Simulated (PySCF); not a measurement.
dichloromethane (CH2Cl2), SMILES ClCCl.

The structure is a stationary point at r2SCAN-D4/def2-TZVP.

Level of theory: PBE0/def2-TZVPD (PySCF).

Symmetry labels are those of the subgroup C2v that the program uses (full group C2v).

Task: List the valence orbital energies around the gap with their symmetry. (Estimate from the structure and the level; the computed values follow.)

Result: 
```csv
orbital,symmetry,energy (eV)
HOMO−7,A1,-18.75
HOMO−6,B2,-14.05
HOMO−5,A1,-13.08
HOMO−4,B1,-12.66
HOMO−3,A1,-9.47
HOMO−2,A2,-9.42
HOMO−1,B1,-8.93
HOMO,B2,-8.77
LUMO,A1,-0.49
LUMO+1,A1,0.38
LUMO+2,B1,0.40
LUMO+3,B2,1.03
```
